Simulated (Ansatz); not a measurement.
The parent structure is CdSe in the zinc blende structure (space group F-43m, No. 216; a = 6.1964 Å).

All numbers come from Kohn–Sham DFT with the PBE functional, run in Ansatz (an electronic-structure program) with PAW and 420 eV plane waves, no spin-orbit coupling, earlier PAW set.

One thing is altered: full substitution Se → Te; the structure is relaxed again.

Measured lattice parameter a: CdSe 6.077 Å (room temperature; as listed in arXiv:1206.3780); CdTe 6.48 Å (room temperature; as listed in M J Lucero, T M Henderson, G E Scuseria, Journal of Physics Condensed Matter (2012)).

How well does PBE reproduce the measured shift?

With PBE the lattice parameter a moves by +0.422 Å (6.196 → 6.618) against +0.403 Å measured.

Whether these cells are dynamically stable was not tested.
